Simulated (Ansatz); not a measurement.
Ideal-gas functions of `B1PP1` at 400 K and 1 bar, from an Ansatz frequency run at PBE0-D4/def2-TZVP.

Molar mass 75.78 g/mol, point group C2 (symmetry number 2), electronic degeneracy 1, moments of inertia 31.275, 85.193, 108.6 u Å². Harmonic wavenumbers (cm⁻¹, unscaled): 296, 416, 468, 588, 605, 777, 818, 827, 877, 2366, 2378, 2730.

Use S(trans) = R[1.5 ln M + 2.5 ln T − 1.1517]; rotational temperatures θ = 24.2544 K / I; S(rot) = R[ln(√π/σ · √(T³/θAθBθC)) + 1.5]; for each mode x = 1.438777 ν̃/T, S = R[x/(eˣ − 1) − ln(1 − e⁻ˣ)] and H = RT x/(eˣ − 1); 1 cm⁻¹ = 0.0119627 kJ/mol; R = 8.31446 J/(mol·K).

Question: By hand: the entropy, in J/(mol·K).

Answer: Translation 168.9. Rotation: θ = 0.7755, 0.2847, 0.2233 K, giving 98.7. Vibration, mode by mode: 8.18, 5.70, 4.90, 3.48, 3.32, 2.04, 1.81, 1.77, 1.53, 0.02, 0.02, 0.00, in all 32.8. Electronic 0.0. Sum 300.4 J/(mol·K).

Question: By hand: H − E and G − E in kJ/mol, counted from the electronic energy.

Answer: Zero-point energy ½ × 13146 × 0.0119627 = 78.6; thermal vibration 8.6; translation, rotation and pV give 4 RT = 13.3. H − E = 100.5 kJ/mol, and G − E = 100.5 − 400 × 300.4/1000 = -19.7 kJ/mol.

Vibration gives 11 % of the entropy. The sum counts one conformer and one mirror image; others add a mixing term.
